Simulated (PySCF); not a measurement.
acetic acid (C2H4O2), SMILES C(O)(=O)C.

Geometry: PBE0-D3(BJ)/def2-SVP. Other conformers were not sampled.

Computed with HF/def2-TZVPD run with PySCF.

Gas-phase values at a fixed geometry.

Estimate the frontier levels, gap, dipole moment and polarisability. (The exact figures need the calculation; the answer reports its results.)


* **highest occupied level**: -12.43 eV
* **lowest empty level**: 1.53 eV
* **orbital gap**: 13.97 eV
* **dipole moment**: 2.00 D
* **quadrupole, principal values (traceless, Buckingham form, about the centre of nuclear charge)**: -8.70, 0.81, 7.89 D·Å
* **mean static polarisability**: 31.2 bohr³ (4.62 Å³)
* **polarisability, principal values**: 25.0, 33.0, 35.5 bohr³
